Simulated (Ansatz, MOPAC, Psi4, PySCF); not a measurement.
Molecule: o=c=s, COS, net charge 0, singlet state. SMILES: O=C=S
Coordinates optimised at B3LYP-D3(BJ)/def2-TZVP (Ansatz, a first-principles code):
```
C
O 1 1.1555
S 1 1.5622 2 180.00
```
Charge 0, spin multiplicity 1.

Quantity: enthalpy of formation at 298 K, in kcal/mol. Terms: six Cartesian d functions in 6-31G* and its kin unless marked 5d; non-relativistic; LANL2DZ with its own core potentials from Na on; spin-orbit terms left out; 6-311+G** with 5d, 6d on Na to Ar in Ansatz; dispersion terms only where a functional's name holds one; valence correlation only; open shells spin-unrestricted. Basis-set limits of correlation are two-point, X^-3; Hartree-Fock from the larger set. Ab initio and DFT rows: single points at B3LYP-D3(BJ) geometries (Ansatz), with unscaled harmonic terms from B3LYP/6-31G* at its own minima, enthalpies of formation by atomisation with measured atoms. Semi-empirical rows: MOPAC heats of formation at their own minima for 298 K.

Measured values: G2/97 table in ASE (Curtiss et al.); they hold spin-orbit and core effects, anharmonicity. 

Value to compare with, the measured value: -33.1 kcal/mol.

```json
[
 {"level": "PM3", "program": "MOPAC", "enthalpy of formation at 298 K (kcal/mol)": "-23.8", "error": "9.3"},
 {"level": "HF/LANL2DZ", "program": "Ansatz", "enthalpy of formation at 298 K (kcal/mol)": "166.3", "error": "199.4"},
 {"level": "PBE/LANL2DZ", "program": "Ansatz", "enthalpy of formation at 298 K (kcal/mol)": "-7.5", "error": "25.6"},
 {"level": "PBE/def2-SVP", "program": "Ansatz", "enthalpy of formation at 298 K (kcal/mol)": "-63.3", "error": "-30.2"},
 {"level": "BLYP/6-31G*", "program": "Ansatz", "enthalpy of formation at 298 K (kcal/mol)": "-39.6", "error": "-6.5"},
 {"level": "B3LYP/6-31G*", "program": "Ansatz", "enthalpy of formation at 298 K (kcal/mol)": "-28.0", "error": "5.1"},
 {"level": "B3LYP/6-31+G*", "program": "Ansatz", "enthalpy of formation at 298 K (kcal/mol)": "-23.1", "error": "10.0"},
 {"level": "B3LYP/def2-SVP", "program": "Ansatz", "enthalpy of formation at 298 K (kcal/mol)": "-35.8", "error": "-2.7"},
 {"level": "PBE0/6-311+G**", "program": "Ansatz", "enthalpy of formation at 298 K (kcal/mol)": "-31.3", "error": "1.8"},
 {"level": "wB97X-D/6-311+G**", "program": "Psi4", "enthalpy of formation at 298 K (kcal/mol)": "-28.2", "error": "4.9"},
 {"level": "MP2/3-21G", "program": "Ansatz", "enthalpy of formation at 298 K (kcal/mol)": "31.8", "error": "64.9"},
 {"level": "MP2/LANL2DZ", "program": "Ansatz", "enthalpy of formation at 298 K (kcal/mol)": "46.4", "error": "79.5"},
 {"level": "B3PW91/6-31G* (5d)", "program": "PySCF", "enthalpy of formation at 298 K (kcal/mol)": "-32.4", "error": "0.7"},
 {"level": "B3LYP/def2-TZVPD", "program": "Ansatz", "enthalpy of formation at 298 K (kcal/mol)": "-32.6", "error": "0.5"},
 {"level": "B2PLYP-D3(BJ)/def2-TZVPD", "program": "Ansatz + dftd3", "enthalpy of formation at 298 K (kcal/mol)": "-35.2", "error": "-2.1"},
 {"level": "CCSD(T)/CBS(cc-pV(T+d)Z,cc-pV(Q+d)Z)", "program": "Ansatz", "enthalpy of formation at 298 K (kcal/mol)": "-33.4", "error": "-0.3"}
]
```

Among the 13 habitual levels, HF/LANL2DZ lies farthest from the measured value (199.4 kcal/mol); 10 of 13 lie above it, and their mean absolute error is 33.9 kcal/mol, the median 9.3. One case shows no general order.

The levels are drawn from those run, B3LYP/6-31G* more often than the rest, none by its result; runs whose electronic state is in doubt are left out.
